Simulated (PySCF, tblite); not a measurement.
**C₃H₆FS radical: geometry, infrared bands and EPR parameters**

What infrared bands and EPR parameters should C₃H₆FS radical (`C[C@H](F)C[S]`) show?

Computed with tblite 0.8.0 and PySCF 2.14.0, with density-fitted response routines of our own, on a single molecule in the gas phase. Atoms count from 0, in the outputs and in this text.

## (1) The molecule as given

11 atoms, charge 0, multiplicity 2; geometry from: force field or distance geometry start.

Bonds of the start (Å): C0–C1 1.51, C1–F2 1.39, C1–C3 1.54, C3–S4 1.82, C0–H5 1.09, C0–H6 1.10, C0–H7 1.09, C1–H8 1.08, C3–H9 1.11, C3–H10 1.10.

## (2) Optimising the geometry with GFN2-xTB

Job settings and geometry (Å):

```
{"job": {"kind": "relax", "xc": "GFN2-xTB", "basis": "xTB"}, "charge": 0, "multiplicity": 2}
C     -1.292400    -0.023000     0.121200
C      0.055500    -0.423200    -0.433200
F      0.215600    -1.770500    -0.148300
C      1.240200     0.319900     0.213000
S      1.394300     2.042400    -0.369900
H     -1.345600    -0.158700     1.205000
H     -1.545200     1.022900    -0.113900
H     -2.073400    -0.655000    -0.302500
H      0.077000    -0.335200    -1.513900
H      1.134700     0.250200     1.316800
H      2.144800    -0.267300    -0.000300
```

Run with:

```sh
OMP_NUM_THREADS=1 python probes_run.py task.json out
```

One launch serves the whole session: the jobs run in the order shown.

Standard output:

```text
step      E/eV     max force
  0    -473.99465    1.019
  1    -474.03331    0.794
  2    -474.06279    0.345
  3    -474.07344    0.269
  4    -474.07845    0.139
  5    -474.08022    0.145
  6    -474.08183    0.122
  7    -474.08303    0.108
  8    -474.08385    0.083
  9    -474.08448    0.071
 10    -474.08515    0.073
 11    -474.08584    0.074
 12    -474.08642    0.057
 13    -474.08689    0.061
 14    -474.08730    0.058
 15    -474.08768    0.053
 16    -474.08804    0.047
 17    -474.08837    0.057
 18    -474.08864    0.061
 19    -474.08884    0.045
 20    -474.08898    0.032
 21    -474.08912    0.040
 22    -474.08929    0.052
 23    -474.08947    0.049
 24    -474.08962    0.037
 25    -474.08975    0.040
 26    -474.08990    0.040
 27    -474.09007    0.049
 28    -474.09023    0.045
 29    -474.09034    0.027
 30    -474.09043    0.028
 31    -474.09054    0.036
 32    -474.09069    0.038
 33    -474.09085    0.034
 34    -474.09098    0.030
 35    -474.09107    0.027
 36    -474.09115    0.026
 37    -474.09123    0.024
 38    -474.09129    0.019
 39    -474.09132    0.018
 40    -474.09136    0.018
 41    -474.09139    0.018
 42    -474.09141    0.012
 43    -474.09142    0.008
```

Run time: 0.16 s. Hardware: 1 thread of Arm Neoverse V1, shared host.

The steps of the relaxation: (not every step is listed)

| step | energy from step 0 (eV) | largest force (eV/Å) |
| --- | --- | --- |
| 0 | 0.0000 | 1.0192 |
| 1 | -0.0387 | 0.7936 |
| 2 | -0.0681 | 0.3454 |
| 3 | -0.0788 | 0.2694 |
| 4 | -0.0838 | 0.1391 |
| 5 | -0.0856 | 0.1449 |
| 6 | -0.0872 | 0.1224 |
| 7 | -0.0884 | 0.1079 |
| 8 | -0.0892 | 0.0826 |
| 11 | -0.0912 | 0.0736 |
| 14 | -0.0927 | 0.0580 |
| 17 | -0.0937 | 0.0569 |
| 20 | -0.0943 | 0.0323 |
| 23 | -0.0948 | 0.0485 |
| 26 | -0.0953 | 0.0403 |
| 29 | -0.0957 | 0.0266 |
| 32 | -0.0960 | 0.0382 |
| 35 | -0.0964 | 0.0273 |
| 38 | -0.0966 | 0.0190 |
| 39 | -0.0967 | 0.0184 |
| 40 | -0.0967 | 0.0185 |
| 41 | -0.0967 | 0.0179 |
| 42 | -0.0968 | 0.0121 |
| 43 | -0.0968 | 0.0078 |

Distances of close pairs at the start and the end, largest changes first:

| bond | before (Å) | after (Å) | change (Å) |
| --- | --- | --- | --- |
| C3–S4 | 1.825 | 1.792 | -0.033 |
| C3–H9 | 1.111 | 1.092 | -0.019 |
| C0–H6 | 1.101 | 1.087 | -0.015 |
| C1–H8 | 1.084 | 1.098 | +0.013 |
| C1–C3 | 1.541 | 1.529 | -0.012 |
| C3–H10 | 1.099 | 1.092 | -0.007 |
| C0–C1 | 1.511 | 1.518 | +0.007 |
| C0–H5 | 1.094 | 1.088 | -0.006 |

The next job starts from the end point, and lists it.

## (3) Vibrational analysis with GFN2-xTB

Job settings and geometry (Å):

```
{"job": {"kind": "ir", "xc": "GFN2-xTB", "basis": "xTB"}, "charge": 0, "multiplicity": 2}
C     -1.295652    -0.007967     0.119401
C      0.050785    -0.467861    -0.409950
F      0.221309    -1.809968    -0.119013
C      1.222297     0.286759     0.218475
S      1.273389     1.998812    -0.306656
H     -1.343285    -0.156416     1.195945
H     -1.430905     1.047008    -0.103212
H     -2.093329    -0.579769    -0.347431
H      0.094385    -0.391884    -1.504110
H      1.142903     0.265980     1.307463
H      2.163527    -0.182023    -0.076876
```

Standard output:

```text
mode    cm-1     km/mol
  1      84.2      8.82
  2     184.3      4.27
  3     209.2      4.09
  4     353.7     11.09
  5     375.0      4.56
  6     457.8      6.36
  7     788.2     11.92
  8     810.8      2.67
  9     885.4      7.41
 10     937.5     34.18
 11    1008.6      4.12
 12    1078.0     51.46
 13    1128.5     43.54
 14    1171.7     17.18
 15    1203.7      4.00
 16    1294.2     17.76
 17    1297.3     12.60
 18    1396.4     21.88
 19    1408.8      5.44
 20    1466.5      2.75
 21    1483.7      6.20
 22    2914.3     26.57
 23    2959.1      3.74
 24    2968.1      2.62
 25    3043.1     14.33
 26    3050.6     10.20
 27    3053.7     16.23
```

Wall time 0.2 s (1 thread of Arm Neoverse V1, shared host).

Which atoms move in the most intense modes:

| cm⁻¹ | km/mol | atoms |
| --- | --- | --- |
| 938 | 34.2 | H7 22 %, C1 20 %, C3 15 %, H6 12 % |
| 1078 | 51.5 | C1 34 %, H6 15 %, H8 14 %, F2 10 % |
| 1128 | 43.5 | C1 35 %, H8 16 %, C0 14 %, H7 10 % |
| 1172 | 17.2 | C1 26 %, H9 21 %, H5 15 %, H10 12 % |
| 1294 | 17.8 | H8 67 %, C1 17 % |
| 1396 | 21.9 | H6 26 %, H5 22 %, H7 22 %, C0 18 % |
| 2914 | 26.6 | H8 92 % |
| 3054 | 16.2 | H7 76 %, H6 14 % |

## (4) EPR parameters: B3LYP/pcH-1

Same as in step 3 but for these lines:

```diff
@@ -1,2 +1,2 @@
-{"job": {"kind": "ir", "xc": "GFN2-xTB", "basis": "xTB"}, "charge": 0, "multiplicity": 2}
+{"job": {"kind": "epr", "basis": "pcH-1"}, "charge": 0, "multiplicity": 2}
 C     -1.295652    -0.007967     0.119401
```

Method: UKS B3LYP, pcH-1 on C F H S, non-relativistic, mean-field spin-orbit, GIAO.

Standard output:

```text
UKS, coarse grid
  cycle   1  E = -615.89678556  |g| = 3.93e-01
  cycle   2  E = -615.86021511  |g| = 5.43e-01
  cycle   3  E = -615.94817870  |g| = 5.99e-02
  cycle   4  E = -615.94914957  |g| = 2.92e-02
  cycle   5  E = -615.94951757  |g| = 4.42e-03
  cycle   6  E = -615.94952859  |g| = 2.07e-03
  cycle   7  E = -615.94953117  |g| = 6.92e-04
UKS, final grid
  cycle   1  E = -615.94949571  |g| = 9.20e-04
  cycle   2  E = -615.94949578  |g| = 1.33e-03
  cycle   3  E = -615.94949682  |g| = 2.10e-04
  cycle   4  E = -615.94949716  |g| = 1.99e-04
  cycle   5  E = -615.94949840  |g| = 1.77e-04
  cycle   6  E = -615.94950010  |g| = 1.38e-04
  cycle   7  E = -615.94950176  |g| = 7.82e-05
  cycle   8  E = -615.94950199  |g| = 2.99e-05
  cycle   9  E = -615.94950201  |g| = 1.34e-05
  cycle  10  E = -615.94950201  |g| = 5.11e-06
E = -615.94950201 Eh   <S^2> = 0.7527 (exact 0.7500)
g shifts (ppm)      1          2          3
  rmc          -219       -219       -219
  gc            -16         47         32
  oz_so          78      18330     461249
  total        -154      18158     461065
hyperfine (MHz)  atom isotope    a_iso     a_fc   dipolar eigenvalues
    0   13C      -0.19      -0.19     -1.00     -0.08      1.08
    1   13C      -3.02      -3.02     -0.78     -0.63      1.41
    2   19F      -2.86      -2.86     -3.03      0.14      2.88
    3   13C     -15.94     -15.94     -3.56     -1.83      5.38
    4   33S      16.27      16.27    -88.93    -88.16    177.10
    5    1H       0.15       0.15     -1.52     -1.36      2.88
    6    1H       3.16       3.16     -3.62     -2.64      6.26
    7    1H      -0.30      -0.30     -1.13     -0.95      2.08
    8    1H      -0.65      -0.65     -2.65     -2.28      4.93
    9    1H      72.30      72.30     -5.12     -2.51      7.63
   10    1H      94.74      94.74     -5.68     -2.06      7.74
```

Run time: 31 s. Hardware: 1 thread of Arm Neoverse V1, shared host; peak memory 0.68 GiB.

Principal g values 2.00217, 2.02048, 2.46338; g(iso) = 2.16201, against 2.00232 for a free electron. They are not to be trusted: the run shows a large g shift, which the driver flags as unsure.

Mean a(iso) over the nuclei that a row names, and the largest dipolar term of the row (other rows stand at the frozen geometry):

| nuclei | isotope | a(iso) (MHz) | a(iso) (G, at g = 2.0023) | largest dipolar term (MHz) |
| --- | --- | --- | --- | --- |
| H10 | 1H | 94.7 | 33.8 | 7.7 |
| H9 | 1H | 72.3 | 25.8 | 7.6 |
| S4 | 33S | 16.3 | 5.8 | 177.1 |
| C3 | 13C | -15.9 | -5.7 | 5.4 |
| C1 | 13C | -3.0 | -1.1 | 1.4 |
| F2 | 19F | -2.9 | -1.0 | -3.0 |
| H5, H6, H7 | 1H | 1.0 | 0.4 | 6.3 |
| H8 | 1H | -0.6 | -0.2 | 4.9 |
| C0 | 13C | -0.2 | -0.1 | 1.1 |

Mulliken spin populations:

| atom | value (e) |
| --- | --- |
| C0 | 0.01 |
| C1 | 0.00 |
| F2 | 0.00 |
| C3 | -0.04 |
| S4 | 0.97 |
| H5 | 0.00 |
| H6 | 0.00 |
| H7 | 0.00 |
| H8 | 0.00 |
| H9 | 0.03 |
| H10 | 0.03 |

Orbitals, density, ELF and potential are computed afterwards from the orbital file.

ELF in a plane through or near 5 of the atoms.

Ten even steps from '0' (0.00) to '9' (1.00):
```
0000000000000000000000000000
0000000000000000000000000000
0000001221100000000000000000
0000235555431000000000000000
0002678998764100244100000000
0014789998774102899510000000
0014789975663016999620000000
0002577777762016999520000000
0000122368862015645543210000
0000001352227567383899840000
0000148996269648857999970000
0000499999656324424999950000
0000389997102575100267410000
0000037970016757630001000000
0000000200037878741000000000
0000000000026777531000000000
0000000000001121000000000000
0000000000000000000000000000
0000000000000000000000000000
0000000000000000000000000000
```
The map spans 9.6 Å across and 8.8 Å up, centred on the molecule. Atoms in the plane (x, y in Å): C0 (1.3, 0.3), F2 (0.2, -1.8), C3 (-1.3, 0.1), H7 (2.2, -0.2), H10 (-2.1, -0.7).

On the surface of density 0.002 e/bohr³ the electrostatic potential runs, from the 1st to the 99th percentile, from -0.98 V near F2 to 1.10 V near H10.

The spin density lies nearest to S4 87 %.

## (5) Results

| quantity | value |
| --- | --- |
| strongest single infrared mode (GFN2-xTB) | 1078 cm⁻¹, 51 km/mol |
| zero-point energy (GFN2-xTB) | 52.9 kcal/mol |
| g(iso) (B3LYP) | 2.16201 |
| ⟨S²⟩ | 0.753 (exact 0.75) |
| largest a(iso) (averaged by class) | 1H on H10, 94.7 MHz |
| surface potential, 1st and 99th percentile | -0.98 V and 1.10 V |
| property runs in this session | 1, of which 0 failed and 1 gave unsound results |

The optimisation took 43 steps and gained 0.097 eV; among the close pairs (by a distance rule), C3–S4 changed most, from 1.825 to 1.792 Å. All 27 modes are real, so the xTB geometry is a minimum. The strongest single mode, at 1078 cm⁻¹, is spread over several atoms, C1, H6, H8, F2 among them. Unscaled tight-binding wavenumbers are off by several per cent, some by more. Its intensities can rank the bands wrongly. Most of the unpaired spin sits on S4 (0.97 e). The isotropic g lies 159.7 ppt above the free-electron value. These values are not to be trusted: the run shows a large g shift, which the driver flags as unsure.
